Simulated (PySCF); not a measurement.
Species: C2H3Cl2N.
SMILES: `[H]/N=C/C(Cl)Cl`

Computed with EOM-IP-CCSD/aug-cc-pVDZ in PySCF, restricted Hartree–Fock reference, frozen core, non-relativistic, gas phase, PBE0-D3(BJ)/def2-SVP geometry.

Hartree–Fock orbital energies give these Koopmans values (eV): HOMO 12.15, HOMO-1 12.21, HOMO-2 12.59, HOMO-3 12.64, HOMO-4 13.33, HOMO-5 13.40, HOMO-6 16.57, HOMO-7 16.67.

What vertical ionisation energies does EOM-IP-CCSD give?

```
leading hole (HF orbital)  Koopmans (eV)  EOM-IP-CCSD (eV)  change (eV)  one-hole share
                     HOMO          12.15             10.79        -1.36            0.94
                   HOMO-1          12.21             11.34        -0.87            0.95
                   HOMO-3          12.64             11.53        -1.11            0.95
                   HOMO-2          12.59             11.86        -0.73            0.95
                   HOMO-4          13.33             12.20        -1.13            0.95
                   HOMO-5          13.40             12.76        -0.64            0.95
                   HOMO-7          16.67             15.37        -1.30            0.94
                   HOMO-6          16.57             15.60        -0.97            0.94
```

Does the order of the lines follow the orbital energies?

No: the HOMO-3 hole (11.53 eV) falls below the HOMO-2 hole (11.86 eV); the HOMO-7 hole (15.37 eV) falls below the HOMO-6 hole (15.60 eV). The corrections run from -1.36 to -0.64 eV, with a mean of -1.01 eV over the 8 lines; no line lies above its Koopmans value. Koopmans values leave out both the relaxation of the orbitals and the change in correlation energy.

At what kinetic energies would He II light (40.81 eV) eject these electrons?

30.02 eV (HOMO), 29.47 eV (HOMO-1), 29.28 eV (HOMO-3), 28.95 eV (HOMO-2), 28.61 eV (HOMO-4), 28.05 eV (HOMO-5), 25.44 eV (HOMO-7), 25.21 eV (HOMO-6).

One root was sought for each valence orbital with −ε under 21 eV, eight at most, so deeper holes and satellites are missing; no vibrational structure.

Shape of the structure used: `[H]/[N:1]=[CH:2]/[CH:3]([Cl:4])[Cl:5]`: N1–C2–C3–Cl4 -119°.

One conformer stands for the species.
